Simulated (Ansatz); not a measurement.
A relaxed structure of Rh. Space group Fm-3m (No. 225), fcc (Cu type). All values below come from PBE (plane waves to 420 eV, PAW, scalar-relativistic; Ansatz, a first-principles code).

```cif
data_Rh
_chemical_formula_sum 'Rh1'
_space_group_name_H-M_alt 'P 1'
_space_group_IT_number 1
_cell_length_a 2.70838
_cell_length_b 2.70838
_cell_length_c 2.70838
_cell_angle_alpha 60.000
_cell_angle_beta 60.000
_cell_angle_gamma 60.000
loop_
_space_group_symop_operation_xyz
  'x, y, z'
loop_
_atom_site_label
_atom_site_type_symbol
_atom_site_fract_x
_atom_site_fract_y
_atom_site_fract_z
_atom_site_occupancy
Rh1 Rh 0.50000 0.50000 0.50000 1
```

| Item | Value |
|---|---|
| Volume per atom | 14.05 Å³ |
| Density | 12.16 g/cm³ |
| Band gap | zero (metallic) |
| Shortest distances | Rh–Rh 2.71 Å |
| k-mesh | 21×21×21 |

No spin polarisation in the result.

Measured for Rh: a 3.794 Å (static lattice; corrected from measurement; as listed in Daniel Mejia-Rodriguez, S. B. Trickey, Phys. Rev. B (2018)). Computed minus measured — a: PBE +1.0 %. The computed values are for a static lattice.

The run could not lose the symmetry of its start.
